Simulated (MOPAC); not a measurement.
MOPAC input (PM6):

```
PM6 PRECISE GNORM=0.05 LET XYZ CHARGE=-1 GEO-OK AUX(PRECISION=9) THREADS=1
CH5Si

C    -0.00530785 1   -0.03292262 1   -1.25255471 1
Si    0.00176161 1   -0.01626018 1    0.52594046 1
H    -0.90647034 1    0.32687280 1   -1.75455355 1
H     0.90272032 1    0.29878124 1   -1.76148183 1
H     0.02469593 1    1.23745090 1    1.43148183 1
H    -1.20807042 1   -0.70031235 1    1.12295762 1
H     1.19430902 1   -0.73761443 1    1.11375772 1
```

Output:

```
 *******************************************************************************
 **                                                                           **
 **                              MOPAC v23.2.5                                **
 **                                                                           **
 *******************************************************************************
 ** MOPAC's Digital Object Identifier: https://doi.org/10.5281/zenodo.6511958 **
 **                                                                           **
 ** Please cite the open-source release paper for use of this MOPAC version:  **
 ** J. E. Moussa and J. J. P. Stewart (2026)                                  **
 ** MOPAC: An open-source semiempirical molecular orbital program             **
 ** J. Open Source Softw., 11(119), 8025, https://doi.org/10.21105/joss.08025 **
 *******************************************************************************

                              PM6 CALCULATION RESULTS

 *******************************************************************************
 *  PM6        - The PM6 Hamiltonian to be used
 *  GEO-OK     - OVERRIDE INTERATOMIC DISTANCE AND OTHER SAFETY CHECKS
 *
 *
 *
 *                 CHARGE ON SYSTEM = -1
 *
 *
 *
 *  LET        - OVERRIDE SOME SAFETY CHECKS
 *  PRECISE    - TIGHTER CRITERIA TO BE USED
 *  XYZ        - CARTESIAN COORDINATE SYSTEM TO BE USED
 *  GNORM      - EXIT WHEN GRADIENT NORM DROPS BELOW 0.050
 *  AUX        - OUTPUT AUXILIARY INFORMATION
 *******************************************************************************
PM6 PRECISE GNORM=0.05 LET XYZ CHARGE=-1 GEO-OK AUX(PRECISION=9) THREADS=1
 CH5Si

   ATOM   CHEMICAL          X               Y               Z
  NUMBER   SYMBOL      (ANGSTROMS)     (ANGSTROMS)     (ANGSTROMS)

     1       C         -0.00530785  *  -0.03292262  *  -1.25255471  *
     2      Si          0.00176161  *  -0.01626018  *   0.52594046  *
     3       H         -0.90647034  *   0.32687280  *  -1.75455355  *
     4       H          0.90272032  *   0.29878124  *  -1.76148183  *
     5       H          0.02469593  *   1.23745090  *   1.43148183  *
     6       H         -1.20807042  *  -0.70031235  *   1.12295762  *
     7       H          1.19430902  *  -0.73761443  *   1.11375772  *

          CARTESIAN COORDINATES

    NO.       ATOM           X           Y           Z

     1         C         -0.0053     -0.0329     -1.2526
     2        Si          0.0018     -0.0163      0.5259
     3         H         -0.9065      0.3269     -1.7546
     4         H          0.9027      0.2988     -1.7615
     5         H          0.0247      1.2375      1.4315
     6         H         -1.2081     -0.7003      1.1230
     7         H          1.1943     -0.7376      1.1138

 General Reference for PM6:
 "Optimization of Parameters for Semiempirical Methods V: Modification of NDDO Approximations
 and Application to 70 Elements", J. J. P. Stewart, J. Mol. Mod., 13, 1173-1213 (2007)
 URL: https://link.springer.com/article/10.1007/s00894-007-0233-4

           Empirical Formula: C H5 Si  =     7 atoms

      MOLECULAR POINT GROUP   :   Cs

      RHF CALCULATION, NO. OF DOUBLY OCCUPIED LEVELS = 7

          Geometry optimization using EF

          DIAGONAL MATRIX USED AS START HESSIAN

 CYCLE:     1  GRAD.:    79.477 HEAT:  5.071164
 CYCLE:     2  GRAD.:   142.193 HEAT:  1.958643
 CYCLE:     3  GRAD.:   101.086 HEAT:-0.2247862
 CYCLE:     4  GRAD.:    57.315 HEAT: -2.015670
 CYCLE:     5  GRAD.:    48.471 HEAT: -2.909250
 CYCLE:     6  GRAD.:    15.223 HEAT: -4.081517
 CYCLE:     7  GRAD.:    12.603 HEAT: -4.196732
 CYCLE:     8  GRAD.:     7.006 HEAT: -4.246870
 CYCLE:     9  GRAD.:     2.925 HEAT: -4.283083
 CYCLE:    10  GRAD.:     0.575 HEAT: -4.288060
 CYCLE:    11  GRAD.:     0.308 HEAT: -4.288920
 CYCLE:    12  GRAD.:     0.147 HEAT: -4.289505
 CYCLE:    13  GRAD.:     0.366 HEAT: -4.289525
 CYCLE:    14  GRAD.:     0.137 HEAT: -4.289589
 CYCLE:    15  GRAD.:     0.022 HEAT: -4.289612

     GRADIENT =  0.02202 IS LESS THAN CUTOFF =  0.05000

 -------------------------------------------------------------------------------
 PM6 PRECISE GNORM=0.05 LET XYZ CHARGE=-1 GEO-OK AUX(PRECISION=9) THREADS=1
 CH5Si

     GEOMETRY OPTIMISED USING EIGENVECTOR FOLLOWING (EF).
     SCF FIELD WAS ACHIEVED

                              PM6 CALCULATION
                                                       MOPAC v23.2.5 Linux

          FINAL HEAT OF FORMATION =         -4.28961 KCAL/MOL =     -17.94773 KJ/MOL

          COSMO AREA              =         93.31 SQUARE ANGSTROMS
          COSMO VOLUME            =         79.65 CUBIC ANGSTROMS

          GRADIENT NORM           =          0.02202          =       0.00832 PER ATOM
          IONIZATION POTENTIAL    =          2.307540 EV
          HOMO LUMO ENERGIES (EV) =         -2.308  5.952
          NO. OF FILLED LEVELS    =          7
          MOLECULAR WEIGHT        =         45.1360         POINT GROUP:  Cs

          MOLECULAR DIMENSIONS (Angstroms)

            Atom       Atom       Distance
            H     6    H     4     3.64907
            H     3    H     7     3.39560
            H     5    H     6     1.93510

          SCF CALCULATIONS        =         16

   ATOM   CHEMICAL          X               Y               Z
  NUMBER   SYMBOL      (ANGSTROMS)     (ANGSTROMS)     (ANGSTROMS)

     1       C         -0.00293666  *   0.10306785  *  -1.18288392  *
     2      Si          0.00150099  *  -0.03138190  *   0.51864084  *
     3       H         -0.88779742  *   0.16743526  *  -1.78124522  *
     4       H          0.87892093  *   0.14000352  *  -1.78801832  *
     5       H          0.02390296  *   1.21176128  *   1.32891646  *
     6       H         -1.17792544  *  -0.72364813  *   1.09974778  *
     7       H          1.16327370  *  -0.75999976  *   1.09078491  *

                             CARTESIAN COORDINATES

   1    C       -0.002936661     0.103067852    -1.182883922
   2   Si        0.001500992    -0.031381898     0.518640844
   3    H       -0.887797423     0.167435258    -1.781245224
   4    H        0.878920925     0.140003515    -1.788018319
   5    H        0.023902963     1.211761282     1.328916463
   6    H       -1.177925444    -0.723648132     1.099747779
   7    H        1.163273695    -0.759999762     1.090784910

           Empirical Formula: C H5 Si  =     7 atoms

      MOLECULAR POINT GROUP   :   Cs

                  EIGENVALUES
 -17.06429 -12.62084  -7.83929  -6.07546  -5.88488  -5.31549  -2.30754   5.95202
   6.36973   6.44753   7.44539   8.24701   8.81526   9.81858   9.97004  11.25201
  12.70988  13.61932

              NET ATOMIC CHARGES AND DIPOLE CONTRIBUTIONS

  ATOM NO.   TYPE          CHARGE      No. of ELECS.   s-Pop       p-Pop       d-Pop
    1          C          -0.945259        4.9453     1.07075     3.87451
    2         Si          -0.316123        4.3161     1.19175     2.18117     0.94320
    3          H           0.152062        0.8479     0.84794
    4          H           0.152062        0.8479     0.84794
    5          H          -0.017015        1.0170     1.01701
    6          H          -0.012864        1.0129     1.01286
    7          H          -0.012864        1.0129     1.01286
 DIPOLE           X         Y         Z       TOTAL
 POINT-CHG.     0.004    -0.161     1.765     1.772
 HYBRID        -0.001     0.155    -0.878     0.891
 SUM            0.003    -0.007     0.887     0.887

          ATOMIC ORBITAL ELECTRON POPULATIONS

     Atom    s        px        py        pz      x^2-y^2     xz        z^2       yz        xy
    1  C   1.07075   1.12437   1.58073   1.16941
    2 Si   1.19175   0.71547   0.79161   0.67409   0.08725   0.16692   0.13621   0.43049   0.12233
    3  H   0.84794
    4  H   0.84794
    5  H   1.01701
    6  H   1.01286
    7  H   1.01286

 **********************
 *                    *
 * JOB ENDED NORMALLY *
 *                    *
 **********************

 == MOPAC DONE ==
```

The dipole moment of an ion depends on the origin.
